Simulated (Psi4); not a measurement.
# TPSS/def2-SVP (Coulomb fitting set, sweep point 1) run of CH5BO (SMILES CBO)

What is the vertical ionisation energy of CH5BO at TPSS/def2-SVP (Coulomb fitting set, sweep point 1)? 

Program for the calculation: Psi4 1.11.

3 further runs of the same task are left out: 3 that didn't finish.

## Step 1: The molecule

The species is CH5BO (8 atoms), meant as a singlet with charge 0. As SMILES, `CBO`. Geometry: relaxed at PBE0-D4/def2-TZVP. This is one conformer, not always the lowest.

Bond lengths: C1–B2 1.559 Å, B2–O3 1.357 Å, C1–H4 1.092 Å, C1–H5 1.096 Å, C1–H6 1.096 Å, B2–H7 1.207 Å, O3–H8 0.960 Å. Angles: C1–B2–O3 119.4°, C1–B2–H7 121.8°, O3–B2–H7 118.7°, B2–C1–H4 113.4°, B2–C1–H5 110.2°, B2–C1–H6 110.2°, B2–O3–H8 113.1°, H4–C1–H5 108.7°, H4–C1–H6 108.7°, H5–C1–H6 105.3°.

## Step 2: A single-point energy at TPSS/def2-SVP (Coulomb fitting set, sweep point 1)

The input, input.in:

```
memory 1600 mb

molecule mol {
  0 1
  C     -1.16898458     1.34227247    -0.61340510
  B      0.96149265    -0.45372324     0.34052865
  O      0.45485708    -2.94476022     0.67198661
  H     -2.96365748     0.38021290    -0.94372923
  H     -0.58298051     2.27730895    -2.36574814
  H     -1.47493124     2.87257268     0.74776463
  H      3.06230118     0.30821433     0.79519675
  H      1.88632462    -3.88981225     1.26177013
  units bohr
  symmetry c1
}

set {
  basis def2-SVP
  puream true
  scf_type df
  dft_radial_points 99
  dft_spherical_points 590
  df_basis_scf def2-universal-jfit
}

energy_value, wavefunction = energy('tpss', return_wfn=True)
```

Launch:

```sh
$ psi4 -i input.in -o input.out -n 1
```

input.out:

```text
[...]
  Running in c1 symmetry.
[...]
  Nuclear repulsion =   66.592600909552957
[...]
  Multiplicity = 1
[...]
  Nalpha       = 12
  Nbeta        = 12
[...]
    Number of basis functions: 67
[...]
   @DF-RKS iter   1:  -140.77250761647048   -2.21046e-01   1.33352e-02 DIIS/ADIIS
[...]
   @DF-RKS iter   9:  -141.15813890789772   -9.41904e-09   1.92220e-07 DIIS
[...]
    Orbital Energies [Eh]
    ---------------------
    Doubly Occupied:
       1A    -18.912609     2A     -9.968857     3A     -6.610009
       4A     -0.948247     5A     -0.632223     6A     -0.505372
       7A     -0.408258     8A     -0.358233     9A     -0.344426
      10A     -0.327712    11A     -0.310508    12A     -0.261843
[...]
  @DF-RKS Final Energy:  -141.15813890789772
   => Energetics <=
    Nuclear Repulsion Energy =             66.5926009095529565
    One-Electron Energy =                -322.6144844440201496
    Two-Electron Energy =                 134.8538971732036771
    DFT Exchange-Correlation Energy =     -19.9901525466342243
    Empirical Dispersion Energy =           0.0000000000000000
    VV10 Nonlocal Energy =                  0.0000000000000000
    Total Energy =                       -141.1581389078977224
[...]
 Multipole Moments:
 ------------------------------------------------------------------------------------
     Multipole            Electronic (a.u.)      Nuclear  (a.u.)        Total (a.u.)
 ------------------------------------------------------------------------------------
 L = 1.  Multiply by 2.5417464519 to convert [e a0] to [Debye]
 Dipole X            :          1.0396030           -0.6891150            0.3504880
 Dipole Y            :         -2.9226447            2.7164517           -0.2061930
 Dipole Z            :          0.8579431           -0.7182437            0.1396994
 Magnitude           :                                                    0.4299690
[...]
```

Run time: 43 s. Hardware: 1 thread of AMD EPYC 7R43 (Zen 3), shared host; peak memory 1.2 GiB.

## Step 3: The doublet cation, same level

input.in, as its differences from that of step 2:

```diff
@@ -1,5 +1,5 @@
-memory 1600 mb
+memory 1.6 GB
 
 molecule mol {
-  0 1
+  1 2
   C     -1.16898458     1.34227247    -0.61340510
@@ -17,3 +17,3 @@
 set {
-  basis def2-SVP
+  reference uks
   puream true
@@ -23,4 +23,5 @@
   df_basis_scf def2-universal-jfit
+  maxiter 150
 }
 
-energy_value, wavefunction = energy('tpss', return_wfn=True)
+energy("tpss/def2-SVP")
```

Launch:

```sh
$ psi4 -n 1 input.in input.out
```

input.out:

```text
[...]
  Running in c1 symmetry.
[...]
  Nuclear repulsion =   66.592600909552957
[...]
  Multiplicity = 2
[...]
  Nalpha       = 12
  Nbeta        = 11
[...]
    Number of basis functions: 67
[...]
   @DF-UKS iter   1:  -140.48660356536413    6.48579e-02   1.10853e-02 ADIIS/DIIS
[...]
   @DF-UKS iter  10:  -140.76349164947965   -9.12532e-08   9.75390e-07 DIIS
[...]
   @S^2 Observed:                7.541291951E-01
[...]
    Orbital Energies [Eh]
    ---------------------
    Alpha Occupied:
       1A    -19.215622     2A    -10.255552     3A     -6.932563
       4A     -1.239586     5A     -0.913915     6A     -0.788095
       7A     -0.725297     8A     -0.638817     9A     -0.621969
      10A     -0.600796    11A     -0.583321    12A     -0.580332
    Alpha Virtual:
      13A     -0.289635    14A     -0.178101    15A     -0.129591
      16A     -0.094154    17A     -0.089028    18A     -0.082239
      19A     -0.033825    20A      0.005944    21A      0.032294
      22A      0.075833    23A      0.078143    24A      0.211469
      25A      0.240951    26A      0.262168    27A      0.325352
[...]
  @DF-UKS Final Energy:  -140.76349164947965
   => Energetics <=
    Nuclear Repulsion Energy =             66.5926009095529565
    One-Electron Energy =                -315.7730452720921335
    Two-Electron Energy =                 128.0434756473750326
    DFT Exchange-Correlation Energy =     -19.6265229343155276
    Empirical Dispersion Energy =           0.0000000000000000
    VV10 Nonlocal Energy =                  0.0000000000000000
    Total Energy =                       -140.7634916494796471
[...]
 Multipole Moments:
 ------------------------------------------------------------------------------------
     Multipole            Electronic (a.u.)      Nuclear  (a.u.)        Total (a.u.)
 ------------------------------------------------------------------------------------
 L = 1.  Multiply by 2.5417464519 to convert [e a0] to [Debye]
 Dipole X            :          1.4058987           -0.6891150            0.7167837
 Dipole Y            :         -2.3603936            2.7164517            0.3560581
 Dipole Z            :          0.8550241           -0.7182437            0.1367804
 Magnitude           :                                                    0.8119514
[...]
```

It took 1.9 min on 1 thread of AMD EPYC 7R43 (Zen 3), shared host; peak memory 1.2 GiB.

## Step 4: Summary of results

At TPSS/def2-SVP (Coulomb fitting set, sweep point 1):

| quantity | value |
| --- | --- |
| singlet CH5BO: total energy | -141.15814 Eh |
| singlet CH5BO: dipole moment | 1.09 D |
| singlet CH5BO: HOMO energy | -7.13 eV |
| singlet CH5BO: LUMO energy | -0.38 eV |
| singlet CH5BO: HOMO–LUMO gap | 6.74 eV |
| doublet cation: total energy | -140.76349 Eh |
| doublet cation: HOMO energy (highest over α and β) | -15.76 eV |
| doublet cation: LUMO energy (lowest over α and β) | -14.33 eV |
| doublet cation: ⟨S²⟩ | 0.754 |
| vertical ionisation energy (to the doublet cation) | 10.739 eV |

In words: Removing an electron at fixed nuclei costs 10.74 eV (1036 kJ/mol). The negative HOMO energy of the first species, 7.13 eV, lies 3.61 eV below that difference.
